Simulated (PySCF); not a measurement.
# HCl (hydrogen chloride): SVWN5/6-31G

Aim: the energy change on altering one bond length of HCl (hydrogen chloride) at SVWN5/6-31G, from 2 runs. 

The results are computed with PySCF 2.14.0.

12 further runs of the same task are left out: 3 that didn't finish, 9 set aside as unsound or not needed.

## 1. The structure to begin with

The species is HCl (2 atoms), meant as a singlet with charge 0. As SMILES, `Cl`. The shape is that of a PBE0-D4/def2-TZVP optimisation.

Bond lengths: Cl1–H2 1.279 Å.

## 2. A single-point energy at SVWN5/6-31G

File mol.xyz:

```xyz
2

Cl     0.546000    -0.178500     0.280800
H     -0.546000     0.178500    -0.280800
```

File job.py:

```python
from pyscf import gto, dft

system = gto.M(
    atom='mol.xyz',
    max_memory=1860,
    basis='6-31g',
    verbose=4,
    spin=0,
)

mf = dft.RKS(system, xc='svwn')
mf.conv_tol = 1e-10
mf.grids.level = 5
mf.kernel()
if not mf.converged:
    mf = mf.newton().run(mf.mo_coeff, mf.mo_occ)

e_final = mf.e_tot
print('Final energy', e_final)
```

The run is started by

```bash
OMP_NUM_THREADS=1 python job.py
```

What it wrote:

```text
PySCF version 2.14.0

[INPUT] num. atoms = 2
[INPUT] num. electrons = 18
[INPUT] charge = 0
[INPUT] spin (= nelec alpha-beta = 2S) = 0
[INPUT] symmetry False subgroup None
[INPUT] Mole.unit = angstrom
[INPUT] Symbol           X                Y                Z      unit          X                Y                Z       unit  Magmom
[INPUT]  1 Cl     0.546000000000  -0.178500000000   0.280800000000 AA    1.031790464013  -0.337316113235   0.530635095778 Bohr   0.0
[INPUT]  2 H     -0.546000000000   0.178500000000  -0.280800000000 AA   -1.031790464013   0.337316113235  -0.530635095778 Bohr   0.0

nuclear repulsion = 7.03477695309743
number of shells = 9
number of NR pGTOs = 50
number of NR cGTOs = 15
basis = 6-31g
ecp = {}

******** <class 'pyscf.dft.rks.RKS'> ********
method = RKS
initial guess = minao
damping factor = 0
level_shift factor = 0
DIIS = <class 'pyscf.scf.diis.CDIIS'>
diis_start_cycle = 1
diis_space = 8
diis_damp = 0
SCF conv_tol = 1e-10
SCF conv_tol_grad = None
SCF max_cycles = 50
direct_scf = True
direct_scf_tol = 1e-13
XC library pyscf.dft.libxc version 7.0.0
    S. Lehtola, C. Steigemann, M. J.T. Oliveira, and M. A.L. Marques.,  SoftwareX 7, 1–5 (2018)
XC functionals = svwn
    P. A. M. Dirac.,  Math. Proc. Cambridge Philos. Soc. 26, 376 (1930)
    F. Bloch.,  Z. Phys. 57, 545 (1929)
    S. H. Vosko, L. Wilk, and M. Nusair.,  Can. J. Phys. 58, 1200 (1980)
radial grids:
    Treutler-Ahlrichs [JCP 102, 346 (1995); DOI:10.1063/1.469408] (M4) radial grids

becke partition: Becke, JCP 88, 2547 (1988); DOI:10.1063/1.454033
pruning grids: <function nwchem_prune>
grids dens level: 5
symmetrized grids: False
atomic radii adjust function: <function treutler_atomic_radii_adjust>
small_rho_cutoff = 0
Set gradient conv threshold to 1e-05
Initial guess from minao.
tot grids = 66592
init E= -459.246910809645
  HOMO = -0.343986016176043  LUMO = -0.00182726957449397  gap/eV = 9.31061
cycle= 1 E= -459.23308968832  delta_E= 0.0138  |g|= 0.237  |ddm|= 1.05
  HOMO = -0.241567505178751  LUMO = -0.0115320778584489  gap/eV = 6.25958
cycle= 2 E= -459.224014858731  delta_E= 0.00907  |g|= 0.303  |ddm|= 0.864
  HOMO = -0.292716729056454  LUMO = -0.0213274815814121  gap/eV = 7.38488
cycle= 3 E= -459.254215606149  delta_E= -0.0302  |g|= 0.00709  |ddm|= 0.479
  HOMO = -0.29114755856157  LUMO = -0.0187852835279656  gap/eV = 7.41136
cycle= 4 E= -459.254235978446  delta_E= -2.04e-05  |g|= 0.00167  |ddm|= 0.0164
  HOMO = -0.291597568727269  LUMO = -0.0194148502789652  gap/eV = 7.40647
cycle= 5 E= -459.254237192442  delta_E= -1.21e-06  |g|= 9.97e-05  |ddm|= 0.0038
  HOMO = -0.291609040894915  LUMO = -0.0194152872884964  gap/eV = 7.40677
cycle= 6 E= -459.254237196905  delta_E= -4.46e-09  |g|= 1.57e-06  |ddm|= 0.000207
  HOMO = -0.291608851566384  LUMO = -0.0194148033432108  gap/eV = 7.40678
cycle= 7 E= -459.254237196905  delta_E= -2.84e-13  |g|= 1.29e-07  |ddm|= 4.08e-06
  HOMO = -0.291608879918115  LUMO = -0.0194148333412719  gap/eV = 7.40678
Extra cycle  E= -459.254237196905  delta_E= -1.14e-13  |g|= 5.32e-08  |ddm|= 3.81e-07
converged SCF energy = -459.254237196905
Final energy -459.25423719690525
```

Run time: 1.9 s. Hardware: 1 thread of Arm Neoverse V1, shared host; peak memory 0.12 GiB.

## 3. The distorted shape at the same level

File job.py:

```python
from pyscf import gto, dft

system = gto.Mole()
system.atom = '''
Cl     1.419579    -0.464093     0.730069
H     -0.546000     0.178500    -0.280800
'''
system.verbose = 4
system.charge = 0
system.basis = '6-31g'
system.max_memory = 1860
system.build()

myscf = dft.RKS(system)
myscf.xc = 'svwn'
myscf.conv_tol = 1e-10
myscf.grids.level = 5
myscf.kernel()
if not myscf.converged:
    myscf = myscf.newton().run(myscf.mo_coeff, myscf.mo_occ)

energy = myscf.e_tot
print('E = %.10f Eh' % energy)
```

The run is started by

```bash
OMP_NUM_THREADS=1 python job.py
```

What it wrote:

```text
PySCF version 2.14.0

[INPUT] num. atoms = 2
[INPUT] num. electrons = 18
[INPUT] charge = 0
[INPUT] spin (= nelec alpha-beta = 2S) = 0
[INPUT] symmetry False subgroup None
[INPUT] Mole.unit = angstrom
[INPUT] Symbol           X                Y                Z      unit          X                Y                Z       unit  Magmom
[INPUT]  1 Cl     1.419579000000  -0.464093000000   0.730069000000 AA    2.682615522184  -0.877008666328   1.379630462035 Bohr   0.0
[INPUT]  2 H     -0.546000000000   0.178500000000  -0.280800000000 AA   -1.031790464013   0.337316113235  -0.530635095778 Bohr   0.0

nuclear repulsion = 3.9082513861486
number of shells = 9
number of NR pGTOs = 50
number of NR cGTOs = 15
basis = 6-31g
ecp = {}

******** <class 'pyscf.dft.rks.RKS'> ********
method = RKS
initial guess = minao
damping factor = 0
level_shift factor = 0
DIIS = <class 'pyscf.scf.diis.CDIIS'>
diis_start_cycle = 1
diis_space = 8
diis_damp = 0
SCF conv_tol = 1e-10
SCF conv_tol_grad = None
SCF max_cycles = 50
direct_scf = True
direct_scf_tol = 1e-13
XC library pyscf.dft.libxc version 7.0.0
    S. Lehtola, C. Steigemann, M. J.T. Oliveira, and M. A.L. Marques.,  SoftwareX 7, 1–5 (2018)
XC functionals = svwn
    P. A. M. Dirac.,  Math. Proc. Cambridge Philos. Soc. 26, 376 (1930)
    F. Bloch.,  Z. Phys. 57, 545 (1929)
    S. H. Vosko, L. Wilk, and M. Nusair.,  Can. J. Phys. 58, 1200 (1980)
radial grids:
    Treutler-Ahlrichs [JCP 102, 346 (1995); DOI:10.1063/1.469408] (M4) radial grids

becke partition: Becke, JCP 88, 2547 (1988); DOI:10.1063/1.454033
pruning grids: <function nwchem_prune>
grids dens level: 5
symmetrized grids: False
atomic radii adjust function: <function treutler_atomic_radii_adjust>
small_rho_cutoff = 0
Set gradient conv threshold to 1e-05
[... 1 set-up line as earlier in the session ...]
tot grids = 66592
init E= -459.032832204619
  HOMO = -0.331209248179921  LUMO = -0.167805263870009  gap/eV = 4.44645
cycle= 1 E= -459.003041979847  delta_E= 0.0298  |g|= 0.412  |ddm|= 0.812

WARN: HOMO -0.103678919277197 == LUMO -0.103678917606933

cycle= 2 E= -458.340660132953  delta_E= 0.662  |g|= 0.973  |ddm|= 2.46
  HOMO = -0.237352258715982  LUMO = -0.197066367327046  gap/eV = 1.09623
cycle= 3 E= -459.090158065748  delta_E= -0.749  |g|= 0.325  |ddm|= 2.46
  HOMO = -0.262550351887226  LUMO = -0.221774754526174  gap/eV = 1.10956
cycle= 4 E= -459.141876055319  delta_E= -0.0517  |g|= 0.0434  |ddm|= 0.383
  HOMO = -0.267707038996538  LUMO = -0.234297751616326  gap/eV = 0.90911
cycle= 5 E= -459.139598517291  delta_E= 0.00228  |g|= 0.0734  |ddm|= 0.0743
  HOMO = -0.270355366389972  LUMO = -0.23319971267069  gap/eV = 1.01106
cycle= 6 E= -459.142351524829  delta_E= -0.00275  |g|= 0.0204  |ddm|= 0.073
  HOMO = -0.271736927540863  LUMO = -0.233595755248866  gap/eV = 1.03787
cycle= 7 E= -459.14257064331  delta_E= -0.000219  |g|= 0.00283  |ddm|= 0.0244
  HOMO = -0.272003860712398  LUMO = -0.233697202782479  gap/eV = 1.04238
cycle= 8 E= -459.142574787341  delta_E= -4.14e-06  |g|= 1.33e-05  |ddm|= 0.00383
  HOMO = -0.272002859360336  LUMO = -0.233698880258217  gap/eV = 1.04230
cycle= 9 E= -459.142574787449  delta_E= -1.08e-10  |g|= 5.72e-06  |ddm|= 2.93e-05
  HOMO = -0.272003264934712  LUMO = -0.233698905497918  gap/eV = 1.04231
cycle= 10 E= -459.142574787467  delta_E= -1.84e-11  |g|= 9.08e-08  |ddm|= 8.04e-06
  HOMO = -0.272003230090083  LUMO = -0.233698911860512  gap/eV = 1.04231
Extra cycle  E= -459.142574787465  delta_E= 1.53e-12  |g|= 4.79e-07  |ddm|= 7.79e-07
converged SCF energy = -459.142574787465
E = -459.1425747875 Eh
```

Run time: 1.2 s. Hardware: 1 thread of Arm Neoverse V1, shared host; peak memory 0.12 GiB.

## 4. Outcome

Level: SVWN5/6-31G.

```
                                                          quantity          value
                                         first shape: total energy  -459.25424 Eh
                                        first shape: dipole moment         1.88 D
                                          first shape: HOMO energy       -7.94 eV
                                          first shape: LUMO energy       -0.53 eV
                                        first shape: HOMO–LUMO gap        7.41 eV
                                     distorted shape: total energy  -459.14257 Eh
                                    distorted shape: dipole moment         2.32 D
                                      distorted shape: HOMO energy       -7.40 eV
                                      distorted shape: LUMO energy       -6.36 eV
                                    distorted shape: HOMO–LUMO gap        1.04 eV
energy change with the Cl1–H2 bond stretched from 1.279 to 2.302 Å       3.038 eV
```

What this shows: One bond (distorted shape) is far stretched, which a spin-restricted single reference describes badly; a broken-symmetry solution may lie lower. With the Cl1–H2 bond stretched from 1.279 to 2.302 Å the energy rises by 3.04 eV (293 kJ/mol). The first shape isn't relaxed at this level, so the change isn't measured from a minimum. A restricted reference can't describe the breaking bond well at this length.
